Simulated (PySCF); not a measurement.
Species: C5H11P.
SMILES: `CCPC1CC1`

Torsions of this conformer, `[CH3:1][CH2:2][PH:3][CH:4]1[CH2:5][CH2:6]1`: C1–C2–P3–C4 168°, C2–P3–C4–C5 -64°.

The closed-shell ground state was solved at several levels (PySCF, density fitting, gas phase, non-relativistic). One conformer (not necessarily the lowest) at the PBE0-D3(BJ)/def2-SVP geometry, without solvent, vibrations or thermal averaging.

| level | basis functions | total energy (Eh) | HOMO (eV) | LUMO (eV) | gap (eV) | dipole (D) |
| --- | --- | --- | --- | --- | --- | --- |
| PBE0/pcSseg-1 | 164 | -538.0577 | -6.59 | 0.89 | 7.48 | 1.40 |
| PBE0/def2-SVPD | 212 | -537.8671 | -6.56 | 0.56 | 7.12 | 1.42 |

Problem. Estimate the row for PBE/pcSseg-1, a basis of 164 functions; the other rows only guide the guess.

Solution. Total energy -537.9944 Eh, HOMO -5.45 eV, LUMO 0.03 eV, gap 5.48 eV, dipole 1.37 D.

Problem. Over all these levels, which gives the widest orbital gap and which the narrowest?

Solution. PBE0/pcSseg-1 (global hybrid, 25 % exact exchange) has the widest, 7.48 eV, and PBE/pcSseg-1 (GGA) the narrowest, 5.48 eV. The two share the basis. From the narrowest to the widest the HOMO moves by -1.14 eV and the LUMO by +0.86 eV.

Problem. How far do the dipole and the HOMO energy spread over the levels?

Solution. The dipole runs from 1.37 to 1.42 D (mean 1.40 D) and the HOMO from -6.59 to -5.45 eV.
